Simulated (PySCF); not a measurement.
Molecule: `CC[C@H](C)O`, C₄H₁₀O.

Molfile (atoms numbered from 1):
```
C4H10O
     RDKit          3D

 15 14  0  0  0  0  0  0  0  0999 V2000
    2.0005   -0.2410    0.0680 C   0  0  0  0  0  0  0  0  0  0  0  0
    0.5638   -0.6992   -0.1159 C   0  0  0  0  0  0  0  0  0  0  0  0
   -0.4582    0.3847    0.1879 C   0  0  2  0  0  0  0  0  0  0  0  0
   -1.8874   -0.1139    0.0503 C   0  0  0  0  0  0  0  0  0  0  0  0
   -0.2038    1.4546   -0.6972 O   0  0  0  0  0  0  0  0  0  0  0  0
    2.7136   -1.0348   -0.2005 H   0  0  0  0  0  0  0  0  0  0  0  0
    2.1975    0.0462    1.1137 H   0  0  0  0  0  0  0  0  0  0  0  0
    2.2046    0.6354   -0.5634 H   0  0  0  0  0  0  0  0  0  0  0  0
    0.4034   -1.0290   -1.1574 H   0  0  0  0  0  0  0  0  0  0  0  0
    0.3501   -1.5697    0.5267 H   0  0  0  0  0  0  0  0  0  0  0  0
   -0.2986    0.7160    1.2375 H   0  0  0  0  0  0  0  0  0  0  0  0
   -2.0925   -0.9428    0.7451 H   0  0  0  0  0  0  0  0  0  0  0  0
   -2.6100    0.6892    0.2695 H   0  0  0  0  0  0  0  0  0  0  0  0
   -2.0704   -0.4647   -0.9773 H   0  0  0  0  0  0  0  0  0  0  0  0
   -0.8126    2.1691   -0.4868 H   0  0  0  0  0  0  0  0  0  0  0  0
  1  2  1  0
  2  3  1  0
  3  4  1  0
  3  5  1  0
  1  6  1  0
  1  7  1  0
  1  8  1  0
  2  9  1  0
  2 10  1  0
  3 11  1  1
  4 12  1  0
  4 13  1  0
  4 14  1  0
  5 15  1  0
M  END
```

Geometry PBE0-D3(BJ)/def2-SVP throughout; GIAO in PySCF, gas phase, one conformer, non-relativistic; equivalent atoms averaged; basis pcSseg-1.

For orientation, B97-2 gives these shifts δ (against TMS at the same level): C3 69.5, C2 33.7, C1 13.7, H11 3.46, H9 1.24, H6/H7/H8 1.12, H12/H13/H14 1.11, H10 1.12, H15 0.03 ppm.

A run gave: C3 72.2, C2 35.0, C1 13.6, H11 3.69, H9 1.25, H6/H7/H8 1.11, H12/H13/H14 1.09, H10 1.22, H15 -0.03 ppm (shifts δ (against TMS at the same level)).

Task: Which functional was used in that run?
A. HF
B. KT2
C. LC-wPBE
D. CAM-B3LYP

Result: B. H11 tells them apart best: KT2 gives 3.69, HF gives 2.94, CAM-B3LYP gives 3.42, LC-wPBE gives 3.31 ppm.
